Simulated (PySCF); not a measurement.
A family of related molecules: binary hydrides. Isolated molecules, 0 K electronic values unless said otherwise. Strings in code marks are SMILES. In the def2 sets, heavy atoms carry core potentials. All members: neutral, multiplicity 1. Level: TPSSh-D3(BJ)/def2-TZVP // PBE0-D3(BJ)/def2-TZVP (PySCF), beside PBE-D3(BJ)/def2-TZVP // PBE0-D3(BJ)/def2-TZVP (PySCF) at the same geometries.  Orbital energies are measured against the vacuum level.

```tsv
species	HOMO, PBE (eV)	HOMO, TPSSh-D3(BJ) (eV)
`C`	-9.44	-10.24
`B`	-8.47	-9.27
`Br`	-7.41	-8.06
`[GaH3]`	-7.35	withheld
`[ZnH2]`	-6.86	-7.50
`[BiH3]`	-6.70	-7.21
```

Q: Fit y = a + b·x, y being the HOMO at the first level, to the 5 complete rows by least squares, with x = the PBE value in eV. Give a, b and the rms residual, and predict the withheld value.

A: Means of the 5 rows: x̄ = -7.776, ȳ = -8.456 eV. Σ(x − x̄)² = 5.3813 and Σ(x − x̄)(y − ȳ) = 5.8948, so b = 1.095 and a = ȳ − b·x̄ = 0.059 eV. The rms residual is 0.047 eV. At x = -7.35 the line gives -7.99 eV. The run for `[GaH3]` gave -8.04 eV, so the line is off by 0.05 eV, within twice the rms residual.

Codes: PySCF.
